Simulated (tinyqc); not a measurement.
CIS and TDHF on RHF in the sto-3g basis, frozen core, for BH2+, spin multiplicity 1, step by step (part 2 of 2). Computed by tinyqc, a small Python program that keeps every step (integrals from PySCF). Command: `OMP_NUM_THREADS=1 python tinyqc.py 29122 29123 out.jsonl` (the two numbers bound the seeds that draw the settings). One thread of a shared host (Intel(R) Xeon(R) Processor @ 2.60GHz), about 0.06 s of CPU time with the checks.

Geometry (angstrom):
```
atom         x          y         z
B     0.000000   0.000000  0.000000
H     0.000000   1.160000  0.578000
H     0.000000  -1.160000  0.578000
```

## CIS matrix, triplets

orbital energies (hartree): MO1 -7.933887, MO2 -0.963645, MO3 -0.818623, MO4 -0.232063, MO5 -0.163493, MO6 0.206754, MO7 0.293992

Two-electron integrals over orbitals (pq|rs), unique and non-zero (hartree); the lowest 1 orbital is frozen and left out:
```
(22|22) 0.470612    (32|32) 0.140865    (33|22) 0.461482    (33|33) 0.479029
(42|22) 0.019579    (42|33) 0.017016    (42|42) 0.070480    (43|32) 0.024247
(43|43) 0.031439    (44|22) 0.440813    (44|33) 0.424841    (44|42) -0.073233
(44|44) 0.575035    (52|52) 0.075003    (53|53) 0.018863    (54|52) -0.031935
(54|54) 0.042442    (55|22) 0.470760    (55|33) 0.436156    (55|42) -0.038910
(55|44) 0.506189    (55|55) 0.586773    (62|22) 0.050456    (62|33) 0.012179
(62|42) -0.003791   (62|44) 0.057246    (62|55) 0.099548    (62|62) 0.087462
(63|32) -0.066659   (63|43) -0.026823   (63|63) 0.075886    (64|22) 0.024144
(64|33) 0.002540    (64|42) -0.003417   (64|44) 0.043258    (64|55) 0.041810
(64|62) 0.048161    (64|64) 0.033894    (65|52) 0.050374    (65|54) -0.011405
(65|65) 0.041801    (66|22) 0.475580    (66|33) 0.467689    (66|42) 0.055140
(66|44) 0.408974    (66|55) 0.446293    (66|62) 0.034781    (66|64) 0.016868
(66|66) 0.525808    (72|32) -0.015245   (72|43) -0.031881   (72|63) 0.050501
(72|72) 0.053909    (73|22) 0.039474    (73|33) 0.023834    (73|42) -0.053398
(73|44) 0.101059    (73|55) 0.107079    (73|62) 0.070214    (73|64) 0.039324
(73|66) -0.006641   (73|73) 0.109139    (74|32) -0.069791   (74|43) 0.003534
(74|63) 0.040176    (74|72) 0.004059    (74|74) 0.055374    (75|53) 0.016501
(75|75) 0.018259    (76|32) 0.115941    (76|43) 0.037408    (76|63) -0.080031
(76|72) -0.042214   (76|74) -0.056902   (76|76) 0.124049    (77|22) 0.461881
(77|33) 0.479071    (77|42) -0.000739   (77|44) 0.457425    (77|55) 0.456305
(77|62) 0.012075    (77|64) 0.001347    (77|66) 0.476329    (77|73) 0.034270
(77|77) 0.506853
```

A(ia,jb) = (e_a - e_i) d_ij d_ab - (ij|ab).

CIS matrix A, triplet (hartree):
```
           2>4       2>5        2>6        2>7        3>4       3>5        3>6        3>7
2>4   0.290769  0.000000  -0.024144   0.000000   0.000000  0.000000   0.000000   0.069791
2>5   0.000000  0.329391   0.000000   0.000000   0.000000  0.000000   0.000000   0.000000
2>6  -0.024144  0.000000   0.694818   0.000000   0.000000  0.000000   0.000000  -0.115941
2>7   0.000000  0.000000   0.000000   0.795756   0.069791  0.000000  -0.115941   0.000000
3>4   0.000000  0.000000   0.000000   0.069791   0.161719  0.000000  -0.002540   0.000000
3>5   0.000000  0.000000   0.000000   0.000000   0.000000  0.218973   0.000000   0.000000
3>6   0.000000  0.000000   0.000000  -0.115941  -0.002540  0.000000   0.557688   0.000000
3>7   0.069791  0.000000  -0.115941   0.000000   0.000000  0.000000   0.000000   0.633544
```

## CIS triplet states

Diagonalise A (1 hartree = 27.211386 eV); each vector has its largest component positive (the first on a tie).

triplet excitation energies (eV): 4.186903  5.958560  7.540252  8.963193  13.935791  14.972471  21.546086  23.106973

lowest vectors:
```
       state 1   state 2    state 3   state 4   state 5   state 6
2>4   0.000000  0.000000   0.981587  0.000000  0.000000  0.145436
2>5   0.000000  0.000000   0.000000  1.000000  0.000000  0.000000
2>6   0.000000  0.000000   0.003728  0.000000  0.000000  0.633595
2>7  -0.112713  0.000000   0.000000  0.000000  0.363676  0.000000
3>4   0.993284  0.000000   0.000000  0.000000  0.065697  0.000000
3>5   0.000000  1.000000   0.000000  0.000000  0.000000  0.000000
3>6  -0.026114  0.000000   0.000000  0.000000  0.929206  0.000000
3>7   0.000000  0.000000  -0.190979  0.000000  0.000000  0.759872
```

## TDHF (RPA) triplet states

B(ia,jb) = - (ib|ja); the squared energies are the eigenvalues of (A - B)(A + B); 1 hartree = 27.211386 eV.

TDHF matrix B, triplet (hartree):
```
           2>4        2>5        2>6        2>7        3>4        3>5        3>6        3>7
2>4  -0.070480   0.000000   0.003791   0.000000   0.000000   0.000000   0.000000   0.031881
2>5   0.000000  -0.075003   0.000000   0.000000   0.000000   0.000000   0.000000   0.000000
2>6   0.003791   0.000000  -0.087462   0.000000   0.000000   0.000000   0.000000  -0.050501
2>7   0.000000   0.000000   0.000000  -0.053909   0.053398   0.000000  -0.070214   0.000000
3>4   0.000000   0.000000   0.000000   0.053398  -0.031439   0.000000   0.026823   0.000000
3>5   0.000000   0.000000   0.000000   0.000000   0.000000  -0.018863   0.000000   0.000000
3>6   0.000000   0.000000   0.000000  -0.070214   0.026823   0.000000  -0.075886   0.000000
3>7   0.031881   0.000000  -0.050501   0.000000   0.000000   0.000000   0.000000  -0.109139
```

squared energies w^2 (hartree^2): 0.019493  0.047593  0.068485  0.102873  0.243922  0.281472  0.624841  0.716966

TDHF energies from the positive w^2 (eV): 3.799182  5.936412  7.121143  8.727737  13.439272  14.436707  21.509749  23.040920
